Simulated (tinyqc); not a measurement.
Worked calculation: MP2 on RHF in the sto-3g basis, frozen core, for BH3, spin multiplicity 1. One step of it, computed by the program tinyqc.

Task: Orthogonalisation. S = U s U^T; symmetric (Loewdin) form X = U s^(-1/2) U^T, so that X^T S X = 1.

overlap S, order 1B 1s, 1B 2s, 1B 2px, 1B 2py, 1B 2pz, 2H 1s, 3H 1s, 4H 1s:
```
[[1.000000, 0.269328, 0.000000, 0.000000, 0.000000, 0.053666, 0.053664, 0.053664],
 [0.269328, 1.000000, 0.000000, 0.000000, 0.000000, 0.428332, 0.428322, 0.428322],
 [0.000000, 0.000000, 1.000000, 0.000000, 0.000000, 0.454789, -0.227387, -0.227387],
 [0.000000, 0.000000, 0.000000, 1.000000, 0.000000, 0.000000, 0.393855, -0.393855],
 [0.000000, 0.000000, 0.000000, 0.000000, 1.000000, -0.009563, -0.009563, -0.009563],
 [0.053666, 0.428332, 0.454789, 0.000000, -0.009563, 1.000000, 0.081609, 0.081609],
 [0.053664, 0.428322, -0.227387, 0.393855, -0.009563, 0.081609, 1.000000, 0.081604],
 [0.053664, 0.428322, -0.227387, -0.393855, -0.009563, 0.081609, 0.081604, 1.000000]]
```

Give: eigenvalues of S; X.

Result:

eigenvalues of S: [0.3057, 0.4007, 0.4007, 0.9586, 1.0008, 1.5177, 1.5177, 1.8981]

X, order 1B 1s, 1B 2s, 1B 2px, 1B 2py, 1B 2pz, 2H 1s, 3H 1s, 4H 1s:
```
[[1.0332, -0.1752, 0.0000, 0.0000, 0.0007, 0.0268, 0.0268, 0.0268],
 [-0.1752, 1.3362, 0.0000, 0.0000, -0.0067, -0.2929, -0.2929, -0.2929],
 [0.0000, 0.0000, 1.1677, 0.0000, 0.0000, -0.3127, 0.1563, 0.1563],
 [0.0000, 0.0000, 0.0000, 1.1677, 0.0000, 0.0000, -0.2708, 0.2708],
 [0.0007, -0.0067, 0.0000, 0.0000, 1.0001, 0.0064, 0.0064, 0.0064],
 [0.0268, -0.2929, -0.3127, 0.0000, 0.0064, 1.2112, -0.0126, -0.0126],
 [0.0268, -0.2929, 0.1563, -0.2708, 0.0064, -0.0126, 1.2112, -0.0126],
 [0.0268, -0.2929, 0.1563, 0.2708, 0.0064, -0.0126, -0.0126, 1.2112]]
```
